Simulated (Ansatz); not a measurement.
CH5AlS, SMILES `C[S][AlH2]`, relaxed with RKS PBE-D4/def2-SVP in the Gaussian-basis code of Ansatz from a rough embedded geometry. The force threshold is 0.03 eV/Å; the program also tests the step.

Charge 0, multiplicity 1.

Start:

```xyz
8

C    -0.560    1.159   -0.145
S    -0.158   -0.022   -1.424
Al    0.744   -1.471    0.054
H     0.297    1.510    0.389
H    -1.290    0.798    0.589
H    -1.071    2.096   -0.663
H    -0.214   -2.621    0.758
H     2.253   -1.449    0.441
```

```csv
step,energy (eV),largest force (eV/Å),largest move (Å)
1,-18534.4352,2.677,0.000
2,-18534.6115,0.947,0.100
3,-18534.6385,0.395,0.040
4,-18534.6426,0.023,0.013
5,-18534.6430,0.026,0.013
6,-18534.6514,0.533,0.200
7,-18534.6769,0.840,0.199
8,-18534.7506,0.862,0.197
9,-18534.8649,0.415,0.195
10,-18534.9565,0.281,0.200
11,-18535.0098,0.140,0.200
12,-18535.0326,0.219,0.193
13,-18535.0371,0.064,0.064
14,-18535.0386,0.010,0.056
15 (rejected),-18535.0337,0.315,0.132
16,-18535.0394,0.028,0.049
```

End:

```xyz
8

C    -0.671    1.227   -0.097
S     0.827    0.466   -0.859
Al    0.901   -1.516    0.068
H    -0.358    2.087    0.525
H    -1.230    0.506    0.530
H    -1.329    1.589   -0.909
H    -0.250   -1.899    1.111
H     2.111   -2.460   -0.369
```

It took 24 s on 2 threads of a server CPU on a shared host, with 0.16 GiB of host memory at the peak.
